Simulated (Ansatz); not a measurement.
A nudged elastic band was laid between two geometries of H5N2Si (8 atoms, charge 0, multiplicity 2).

Computed with UKS PBE0/6-31G* in Ansatz 0.2.0.

```json
{
  "movable images": "5",
  "climbing image": "yes",
  "spring": "5.0 eV/Å²",
  "optimiser": "quadratic models (default)",
  "start path": "through a guess of the saddle point",
  "force threshold": "0.05 eV/Å",
  "iteration limit": "60",
  "end points": "relaxed"
}
```

Image 0:

```xyz
8
Properties=species:S:1:pos:R:3
N -1.547 0.528 0.430
Si 0.098 0.388 -0.193
N 0.862 -1.129 0.073
H -1.959 1.451 0.248
H 0.051 0.603 -1.670
H 0.932 1.428 0.479
H 1.122 -1.389 1.015
H 0.534 -1.938 -0.437
```

Image 6:

```xyz
8
Properties=species:S:1:pos:R:3
N -1.321 0.910 0.614
Si 0.214 0.550 -0.192
N 0.726 -1.082 0.078
H -2.134 0.577 0.081
H 0.137 0.746 -1.671
H 1.234 1.440 0.413
H 0.986 -1.358 1.016
H 0.251 -1.839 -0.395
```

Problem. What changes between the two ends?

Solution. No bond is made or broken. The dihedral H4–N1–Si2–H6 goes from 60 to 162°.

Problem. Give the energies along the band, and the barrier.

Solution. The forces met the threshold. The highest image is number 5 of 0 to 6, 0.054 eV above the first end and 0.000 eV above the last; the last end lies 0.054 eV above the first. The top lies less than 8 meV above the higher end, about what the thresholds resolve: that end is a shoulder or a very shallow well. A vibrational analysis at the climbing image gives one clearly imaginary mode, 153i cm⁻¹: a first-order saddle point.

| image | path coordinate (Å) | energy (eV) | dihedral H4–N1–Si2–H6 (°) |
| --- | --- | --- | --- |
| 0 | 0.00 | 0.000 | 60 |
| 1 | 0.25 | 0.008 | 81 |
| 2 | 0.51 | 0.026 | 101 |
| 3 | 0.76 | 0.041 | 120 |
| 4 | 1.01 | 0.050 | 139 |
| 5 | 1.26 | 0.054 | 160 |
| 6 | 1.29 | 0.054 | 162 |

Problem. What is the geometry of the highest image?

Solution. 
```xyz
8
Properties=species:S:1:pos:R:3
N -1.321 0.898 0.624
Si 0.214 0.550 -0.187
N 0.726 -1.083 0.075
H -2.134 0.593 0.075
H 0.138 0.749 -1.666
H 1.233 1.440 0.420
H 0.980 -1.367 1.012
H 0.256 -1.837 -0.408
```

Run time: 2.7 min on 1 CPU thread of a shared host.
